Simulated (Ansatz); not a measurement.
One change: `CC(F)C=N` becomes `CCF`.

Ansatz, PBE0-D4/def2-TZVP geometries, multiplicity 1. Each molecule was computed in one conformer, which needn't be the lowest.

| property | `CC(F)C=N` |
| --- | --- |
| size of the dipole moment (PBE/def2-TZVPP) / D | 2.72 |
| HOMO energy (ωB97M-V/def2-TZVPP) / eV | -10.15 |
| LUMO energy (PBE/def2-TZVPP) / eV | -1.43 |
| HOMO energy (PBE0/def2-TZVPP) / eV | -7.75 |
| LUMO energy (PBE0/def2-TZVPP) / eV | -0.30 |
| LUMO energy (B3LYP/def2-TZVPP) / eV | -0.59 |

(1) Give the same properties after the change, and the shifts. (Estimate.)

Results:

(1) The calculation gave: 
```csv
property,`CCF`,shift
size of the dipole moment (PBE/def2-TZVPP) / D,1.75,-0.97
HOMO energy (ωB97M-V/def2-TZVPP) / eV,-11.77,-1.62
LUMO energy (PBE/def2-TZVPP) / eV,0.65,2.08
HOMO energy (PBE0/def2-TZVPP) / eV,-9.35,-1.60
LUMO energy (PBE0/def2-TZVPP) / eV,1.44,1.74
LUMO energy (B3LYP/def2-TZVPP) / eV,1.06,1.65
```

With PBE0 the HOMO falls by 1.60 eV and the LUMO rises by 1.74 eV, so the gap widens by about 3.34 eV. PBE moves the HOMO by -1.43 eV and ωB97M-V by -1.62 eV. Dipoles are sizes alone; their direction can turn.

B3LYP here is the variant with VWN-RPA as its local correlation; programs differ in this.
